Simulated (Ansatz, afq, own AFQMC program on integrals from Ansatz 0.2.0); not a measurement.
## Where AFQMC and coupled cluster stand for GeNH2, quartet

```csv
atom,x (Å),y (Å),z (Å)
Ge,0.0000,0.0000,0.4319
N,0.0000,0.0000,-1.8834
H,0.0000,0.8309,-2.4773
H,0.0000,-0.8309,-2.4773
```

Connectivity, by distances: Ge–NH2.

Basis cc-pVDZ. Only valence electrons are correlated. AFQMC by an in-house program on the Cholesky factors that Ansatz 0.2.0 writes for its CCSD(T) run. ph-AFQMC/CISD is guided by a CISD state made of CCSD amplitudes; releasing the constraint for a short imaginary time cuts its bias at the price of noise, slowly where states lie close. Free projection: walkers drawn from exp(T), propagated without any constraint. Its projection time is finite, and what remains of the start isn't in its error. ± is one standard error of the sampling. No spin–orbit coupling.

Determinant: UHF, the one that the program's search chose, which needn't be the lowest solution. The geometry is a point of a scan.

No full CI on the walks' own integrals is used here; CCSDT(Q) serves as the reference and is uncertain by about the last step of the cluster series.

Cautions: no relativity below Rb; no spin-orbit coupling; inner d shell frozen; lower spins were not checked.

The T1 diagnostic is 0.0147. The weight of the determinant in the CISD state is 0.896 and the ⟨S²⟩ of the determinant is 3.788. The size of the correlated space is 11 electrons in 36 orbitals.

Reference: CCSDT(Q), correlation energy -6.204 eV. The released energy is read at 2.40 1/Eh (meV from the phaseless value at times in 1/Eh: -2 ± 11 at 0.24, 3 ± 9 at 0.51, 7 ± 11 at 0.99, -6 ± 12 at 1.62, -22 ± 19 at 2.40).

| level | E − E(reference) (kJ/mol) | share of correlation (%) |
| --- | --- | --- |
| HF | 598.6 | 0.00 |
| MP2 | 102.1 | 82.94 |
| CCSD | 14.8 | 97.53 |
| CCSD(T) | 3.0 | 99.51 |
| CCSDT | 0.9 | 99.86 |
| ph-AFQMC/HF | 7.8 ± 6.3 | 98.69 |
| ph-AFQMC/CISD | 1.0 ± 1.0 | 99.83 |
| released AFQMC | -1.2 ± 1.9 | 100.19 |
| free AFQMC | -0.6 ± 1.0 | 100.11 |

Free projections are given only where their last times agree within the noise and don't stop above the reference; a slow remainder of the start can still hide under it. A walk keeps the symmetry of its determinant, which the program's search chose and which needn't be the lowest solution, so a lower state of the same spin and another symmetry isn't excluded. Released energies are given only where the last usable release times agree within the noise; a slower fall can still hide under it.
